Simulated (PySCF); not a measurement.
Compound: C4H7N.
Structure used (GFN2-xTB), in Å, numbered top down from 1:
```xyz
12
C4H7N angstrom
C      1.9986    0.4134    0.3845
C      0.8809    0.1919   -0.2815
C     -0.2419   -0.6706    0.2102
C     -1.3796    0.2088    0.6620
N     -2.5461    0.2656    0.2140
H      2.1924   -0.0473    1.3396
H      2.7702    1.0595    0.0021
H      0.7063    0.6718   -1.2355
H      0.0917   -1.2675    1.0625
H     -0.5843   -1.3382   -0.5856
H     -1.1380    0.8875    1.4760
H     -2.7489   -0.3757   -0.5537
```

Method used: PBE0/def2-SVPD in PySCF (dipole) on a GFN2-xTB geometry, gas phase.

Masses are those of the commonest isotopes; rigid-rotor values at the optimised geometry. The values belong to one conformer with, in the numbering `[H]/[N:5]=[CH:4]\[CH2:3][CH:2]=[CH2:1]`, C1–C2–C3–C4 105°, C2–C3–C4–N5 118°.

Give the principal moments of inertia and the rotational constants in GHz.

Ia = 27.22, Ib = 201.00, Ic = 204.20 u·Å²; 505379 MHz·u·Å²/I gives 18563, 2514 and 2475 MHz, that is A = 18.563, B = 2.5143, C = 2.4749 GHz.

What kind of rotor is it?

A near-prolate asymmetric top. Ray's parameter κ = (2B − A − C)/(A − C) = -0.995; −1 is the prolate and +1 the oblate limit.

What does the inertial defect say?

Not planar: Δ = Ic − Ia − Ib = -24.02 u·Å². For a rigid frame Δ = −2 Σ m c², so Σ m c² = 12.01 u·Å² lies off the ab plane: 6.83 from hydrogen and 5.18 from heavier atoms. The atom farthest from that plane is 1.54 Å away.

List the rotational levels J(Ka,Kc) to J = 2 (MHz).

Above 0(0,0):
J = 1: 1(0,1) 4989, 1(1,1) 21038, 1(1,0) 21077
J = 2: 2(0,2) 14968, 2(1,2) 30977, 2(1,1) 31095, 2(2,1) 79242, 2(2,0) 79242
Those of J = 1 are B + C, A + C and A + B.

Predict some low-J microwave lines.

The dipole components are |μa| = 1.86 D, |μb| = 1.32 D, |μc| = 0.12 D. The squared components, which scale the intensities, stand as 1.00 : 0.51 : 0.00 (a : b : c). Some lines, for components of 0.1 D or more:

| type | branch | J(Ka,Kc) | MHz | lower level (cm⁻¹) |
| --- | --- | --- | --- | --- |
| a | R | 2(1,1) ← 1(1,0) | 10018 | 0.703 |
| b | Q | 2(1,1) ← 2(0,2) | 16128 | 0.499 |
| a | R | 4(2,2) ← 3(2,1) | 19957 | 3.142 |
| a | R | 4(1,3) ← 3(1,2) | 20035 | 1.538 |
| c | R | 3(1,2) ← 2(0,2) | 31154 | 0.499 |
| b | R | 4(1,4) ← 3(0,3) | 35828 | 0.999 |
| c | R | 4(1,3) ← 3(0,3) | 36223 | 0.999 |
| b | Q | 5(2,3) ← 5(1,4) | 47913 | 3.042 |
| c | R | 3(2,2) ← 2(1,2) | 63232 | 1.033 |
| b | R | 3(2,1) ← 2(1,2) | 63233 | 1.033 |
| c | R | 5(2,3) ← 4(1,3) | 72957 | 2.207 |
| c | R | 5(2,4) ← 4(1,4) | 73349 | 2.194 |
| b | Q | 3(3,0) ← 3(2,1) | 80342 | 3.142 |
| b | R | 4(3,2) ← 3(2,1) | 100299 | 3.142 |
| b | R | 5(3,3) ← 4(2,2) | 105288 | 3.808 |
| c | R | 5(3,2) ← 4(2,2) | 105288 | 3.808 |
| b | Q | 5(4,1) ← 5(3,2) | 112480 | 7.320 |
| c | R | 5(4,1) ← 4(3,1) | 137426 | 6.488 |

Estimate the classical rotational partition function at 50 K, 200 K and 298.15 K.

Point group C1, symmetry number σ = 1; q = (√π/σ)·√((kT/h)³/(ABC)), k/h = 20836.6 MHz/K: 5550 at 50 K, 44400 at 200 K, 80800 at 298.15 K.

No GFN2-xTB frequencies stand behind this structure, so it isn't proved a minimum. These are rigid-rotor constants of the computed structure; measured ground-state constants (B0) also hold zero-point vibration. Quadrupole hyperfine structure (14N) is left out.
